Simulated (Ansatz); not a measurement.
A nudged elastic band was laid between two geometries of BFH2 + ClH (6 atoms, charge 0, multiplicity 1).

The calculation used RKS PBE0/def2-SVP (Ansatz 0.2.0).

| Property | Result |
| --- | --- |
| movable images | 5 |
| climbing image | yes |
| spring | 5.0 eV/Å² |
| optimiser | quadratic models (default) |
| start path | through a guess of the saddle point |
| force threshold | 0.05 eV/Å |
| iteration limit | 60 |
| end points | relaxed |

Image 0:

```xyz
6
Properties=species:S:1:pos:R:3
B -0.006 0.273 -0.037
F -0.013 0.640 1.239
H 1.065 0.204 -0.592
H -1.075 0.136 -0.583
Cl 0.088 -2.491 0.825
H 0.078 -1.877 1.959
```

Image 6:

```xyz
6
Properties=species:S:1:pos:R:3
B 0.016 -0.403 -0.157
F 0.009 0.103 1.715
H 1.057 0.109 -0.466
H -1.060 0.041 -0.455
Cl 0.075 -2.177 0.170
H 0.040 -0.788 2.004
```

(1) Which bonds break or form, and what moves?

(2) What energy profile does the band end with?

(3) What is the geometry of the highest image?

(4) What are the harmonic wavenumbers there?

## Answers

(1) Bonds broken: B1–F2, Cl5–H6. Bonds formed: B1–Cl5, F2–H6. BFH2 + ClH becomes BClH2 + FH.

(2) It converged. The highest image is number 4 of 0 to 6, 0.75 eV above the first end and 0.29 eV above the last; the last end lies 0.46 eV above the first. A vibrational analysis at the climbing image gives one clearly imaginary mode, 854i cm⁻¹: a first-order saddle point. The orbitals stay closed-shell, which can raise the energy where a bond breaks towards radicals; this wasn't checked here.

| image | path coordinate (Å) | energy (eV) | B1–F2 (Å) | Cl5–H6 (Å) | B1–Cl5 (Å) |
| --- | --- | --- | --- | --- | --- |
| 0 | 0.00 | 0.00 | 1.33 | 1.29 | 2.90 |
| 1 | 0.33 | 0.02 | 1.33 | 1.29 | 2.77 |
| 2 | 0.67 | 0.12 | 1.35 | 1.30 | 2.53 |
| 3 | 1.00 | 0.43 | 1.41 | 1.34 | 2.24 |
| 4 | 1.33 | 0.75 | 1.53 | 1.53 | 2.03 |
| 5 | 1.69 | 0.54 | 1.72 | 1.90 | 1.87 |
| 6 | 2.05 | 0.46 | 1.94 | 2.30 | 1.80 |

(3) 
```xyz
6
Properties=species:S:1:pos:R:3
B 0.011 -0.192 0.038
F 0.011 0.141 1.534
H 1.061 0.100 -0.465
H -1.061 0.037 -0.451
Cl 0.071 -2.151 0.550
H 0.045 -1.050 1.606
```

(4) 854i, 495, 547, 707, 781, 881, 933, 1161, 1244, 1610, 2626, 2758 cm⁻¹.

Time of the run: 67 s on 1 thread of Arm Neoverse V1 (shared host), peak memory 0.11 GiB.
